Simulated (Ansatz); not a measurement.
## Relaxing CaF

The calculation used DFT PBE, scalar-relativistic, plane waves, PAW in Ansatz. Cutoff 420 eV, Γ-centred k mesh, Gaussian smearing, no spin polarisation in the final step.

The start puts CaF on the FeSi (B20) structure type (P2_13, No. 198), with Ca in place of Fe, F in place of Si, at a guessed volume.

```
Ca F
1.0
     5.23260    0.00000    0.00000
     0.00000    5.23260    0.00000
     0.00000    0.00000    5.23260
Ca F
4 4
Cartesian
  0.7012 0.7012 0.7012
  1.9151 4.5314 3.3175
  3.3175 1.9151 4.5314
  4.5314 3.3175 1.9151
  4.4189 4.4189 4.4189
  3.4300 0.8137 1.8026
  1.8026 3.4300 0.8137
  0.8137 1.8026 3.4300
```

Cell and atoms relax at zero pressure; the relaxation can't lower the symmetry of the start. After a coarse first stage the cell is made exact in the group found at 0.06 Å.

Energies over the elements count from the elements' standard structures at the same level (F₂ as a molecule), with no empirical corrections.

Task: Which crystal results?

Result: It ends in F-43m (No. 216). The result has the zinc blende structure. Conventional cell: a = 5.616 Å. Ca is coordinated by 4 F at 2.43 Å; F is coordinated by 4 Ca at 2.43 Å.

```
Ca F
1.0
     0.00000    2.80792    2.80792
     2.80792    0.00000    2.80792
     2.80792    2.80792    0.00000
Ca F
1 1
Direct
  0.75000 0.75000 0.75000
  0.00000 0.00000 0.00000
```

Task: What are its volume, energy, density and gap?

Result: The volume per atom is 22.14 Å³, the density is 2.22 g/cm³ and the energy over the elements is -2.57 eV/atom. The gap on the 18×18×18 mesh is 0 eV (a metal).

The final run used a 18×18×18 mesh on its 2-atom cell and 0.10 eV smearing. For metals, differences of a few meV/atom aren't resolved. A structure relaxed within its symmetry needn't be a true minimum. The steps took roughly 2.7 core-minutes in all.